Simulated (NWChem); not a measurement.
**Total energies of C2H5O**

SMILES: CC[O]
```xyz
8

C     -1.1839     0.2530     0.0000
C      0.3421     0.3570     0.0000
O      1.0449    -0.7891     0.0000
H     -1.6601     1.2549     0.0000
H     -1.5328    -0.2999    -0.8953
H     -1.5328    -0.2999     0.8953
H      0.7085     0.9988     0.8606
H      0.7085     0.9988    -0.8606
```
Charge 0, spin multiplicity 2.

The numbers come from NWChem runs, not from measurements. The geometry was optimised at UPBE/def2-SVP, a minimum by its harmonic frequencies.

Basis set: def2-SVP (67 functions).

```tsv
method	total energy (Ha)	relative cost
UHF	-153.34021	1
UMP2	-153.77030	under 3
UB2PLYP	-154.08481	under 3
UPBE	-154.05835	under 3
UB3LYP	-154.25412	under 3
UPBE0	-154.07436	under 3
```

Total energies of different functionals aren't comparable as a measure of quality: only differences taken within one method are. Costs are rough ratios of processor time within this set of runs, SCF included, with UHF as 1.

The correlated methods keep 3 core orbitals frozen. B3LYP has NWChem's definition, with VWN1-RPA local correlation. The structure started from a generated list of species. The unpaired electrons of the parent sit in orbitals of symmetry a" (Cs labels of the run); other states weren't searched. The stability of the SCF solutions was not checked. Open-shell Hartree-Fock references start from PBE0 orbitals; any time given for them includes that run.
